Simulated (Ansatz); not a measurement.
System: C2H6NO (charge +1, singlet). It need not be the lowest isomer of its formula. 
Structure (B3LYP-D3(BJ)/def2-TZVP (Ansatz, a first-principles code) minimum search):
SMILES: C([NH3+])(=O)C
```xyz
10

O      0.4419     1.3349     0.1297
C     -0.0543     0.2843     0.0324
N      1.0171    -0.9460    -0.1335
C     -1.4522    -0.1996     0.0242
H      0.8267    -1.7257     0.5005
H     -2.1189     0.6591     0.0517
H     -1.6477    -0.7992    -0.8680
H     -1.6313    -0.8303     0.8997
H      1.9458    -0.5647     0.0658
H      1.0102    -1.3043    -1.0924
```
Charge +1, spin multiplicity 1.

Basis-set convergence of Hartree-Fock and CCSD correlation energies (hartree) with Ansatz. Valence correlation only, unless marked. Spin-orbit coupling is left out. Non-relativistic.

```csv
basis,functions,E(HF),"E(corr, CCSD)"
cc-pVDZ,-,-208.31696,-0.66309
cc-pVTZ,204,___,___
```

Question: Fill in the missing entries.

Answer: 
- cc-pVTZ, E(HF): -208.37866
- cc-pVTZ, E(corr, CCSD): -0.79979
